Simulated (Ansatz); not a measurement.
Ansatz (a quantum-chemistry and plane-wave program) input:

Ansatz 0.2 input:
```yaml
crystal:
  periodic: [false, false, false]
  atoms:
    - {symbol: C, position_ang: [0.00176673, 0.00714570, 0.88419070]}
    - {symbol: C, position_ang: [0.04670761, -0.65758549, -0.40958024]}
    - {symbol: C, position_ang: [0.05610059, 0.65012942, -0.42016747]}
    - {symbol: H, position_ang: [-0.79093572, 0.01888418, 1.63082063]}
    - {symbol: H, position_ang: [0.07046944, -1.57805318, -0.96603229]}
    - {symbol: H, position_ang: [0.09301667, 1.56103119, -0.99144626]}
basis:
  gaussian:
    orbitals: STO-3G
hamiltonian:
  xc: {name: PBE0}
magnetization: {spin_polarized: true, initial_magnetization: 1}
```

**Question.** Predict the final energy.

**Answer.** -114.37210 Eh (PBE0/STO-3G). The basis has 18 functions.

It need not be the lowest isomer of its formula.
